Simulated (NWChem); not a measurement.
System: hydrazine (N₂H₄); SMILES NN

```xyz
6

N     -0.0584     0.6990     0.0738
N      0.0584    -0.6990     0.0738
H      0.8426     1.1052     0.3138
H     -0.3357     1.0835    -0.8307
H     -0.8426    -1.1052     0.3138
H      0.3357    -1.0835    -0.8307
```
Atoms are numbered in this order, from 1.

Coordinates come from a PBE0/def2-SVP optimisation.

Symmetry labels are those of C2 in the frame above (b1 and b2, or b-type labels, depend on it).

### Question
List the 4 lowest vertical singlet excitations from PBE/aug-cc-pVDZ, TDA (NWChem).

### Answer
```json
[
 {"state": "S1", "energy (eV)": "4.96", "oscillator strength": "0.006", "symmetry": "a", "leading excitation (squared amplitude)": "HOMO → LUMO (1.00)"},
 {"state": "S2", "energy (eV)": "4.99", "oscillator strength": "0.012", "symmetry": "b", "leading excitation (squared amplitude)": "HOMO−1 → LUMO (1.00)"},
 {"state": "S3", "energy (eV)": "5.64", "oscillator strength": "0.030", "symmetry": "b", "leading excitation (squared amplitude)": "HOMO → LUMO+1 (0.99)"},
 {"state": "S4", "energy (eV)": "5.65", "oscillator strength": "0.029", "symmetry": "a", "leading excitation (squared amplitude)": "HOMO−1 → LUMO+1 (1.00)"}
]
```
